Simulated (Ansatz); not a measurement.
Energy needed to pull apart CH4AlN (SMILES [CH2]1[NH][AlH]1), closed shell, into free ground-state atoms, from the structure below (displaced at random from a GFN2-xTB minimum); no zero-point or spin–orbit terms; open-shell atoms are treated unrestricted, in their ground-state multiplicity.

```
7
angstrom
C -0.5409 -0.0093 -0.6808
N -0.2221 0.4170 0.8259
Al 1.1471 -0.5538 0.1929
H -1.4211 -0.6640 -0.7125
H -0.6910 0.9444 -1.4061
H -0.8730 0.9642 1.2506
H 2.6547 -1.2726 0.3343
```

Program: Ansatz 0.2.0. Basis: def2-TZVPP. Cores are frozen in the correlated methods.

```
   method  atomization energy (eV)
    SPW92                        ?
   PBE-D4                    23.44
  BLYP-D4                    23.02
r2SCAN-D4                    22.88
  PBE0-D4                    22.80
  wB97M-V                    22.94
       HF                    15.18
      MP2                        ?
     CCSD                    21.68
  CCSD(T)                    22.13
```

Problem. What does SPW92 give? (To be estimated.)

Solution. Computed: 26.40 eV, which is about 4.27 eV more than CCSD(T)/def2-TZVPP.

Problem. What does MP2 give? (To be estimated.)

Solution. By the calculation: 22.45 eV, which is about 0.32 eV more than CCSD(T)/def2-TZVPP.

In triple zeta the MP2 and coupled-cluster atomization energies are still short of their basis limit by a few kcal/mol a bond, whereas those of the functionals are nearly converged, so these differences are not deviations from converged CCSD(T).

No T1 diagnostic of these runs exceeds 0.017.

For scale, one of the runs: CCSD(T)/def2-TZVPP forces, 160 basis functions (an equivalent command: `ansatz run in.yaml --threads 4`). Hardware: 4 CPU threads, shared host. Wall time 44 s; peak host memory 2.2 GiB.
